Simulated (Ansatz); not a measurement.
# B2SiH+ (quintet): wave-function methods side by side, def2-TZVPP

One table from this session's results is given with a row withheld; the runs are named, their logs left out.

The runs use Ansatz 0.2.0, Gaussian basis; def2-TZVPP, core rule «outside noble gas», up to 7 orbitals frozen.

The runs, in order: UHF; ROHF; CCSD(T) on UHF.

## The geometry

The geometry is a PBE0/def2-TZVP stationary point (not a proven minimum) of the parent state, kept for this charge and spin.

4 atoms, charge 1, spin multiplicity 5.

Atoms are counted from 1 here; the program's logs count them from 0.

Bond lengths: B1–B2 1.555 Å, B1–H4 1.178 Å, B2–Si3 1.975 Å. Angles: B2–B1–H4 180.0°, B1–B2–Si3 180.0°.

The first run:

in.yaml

```yaml
crystal:
  periodic: [false, false, false]
  atoms:
    - {symbol: B, position_ang: [0.000000, 0.000000, -0.976964]}
    - {symbol: B, position_ang: [0.000000, 0.000000, 0.578505]}
    - {symbol: Si, position_ang: [0.000000, 0.000000, 2.553858]}
    - {symbol: H, position_ang: [0.000000, 0.000000, -2.155400]}
basis:
  gaussian: {orbitals: def2-TZVPP}
total_charge: 1
magnetization: {spin_polarized: true, initial_magnetization: 4}
hamiltonian: {xc: hf}
output: {orbitals: {seedname: orbitals}}
```

Launch:

```console
> ansatz run in.yaml --threads 1 --pin off --events-out ev --progress --plain --max-ram 4096MiB --backend cpu
```

Among the steps run: UHF; ROHF; CCSD(T) on UHF.

One of the session's tables, all rows but one given; the rest of the session is left out.

| method | from UCCSD(T) (kJ/mol) |
| --- | --- |
| ROHF | +620.6 |
| UHF | +606.2 |
| UMP2 | ? |
| UCCSD | +28.6 |
| UCCSD(T) | 0 |

Estimate the missing values for UMP2.

As computed: from UCCSD(T) (kJ/mol): +126.2. In the column «from UCCSD(T) (kJ/mol)» it lies between UCCSD (+28.6) and UHF (+606.2).
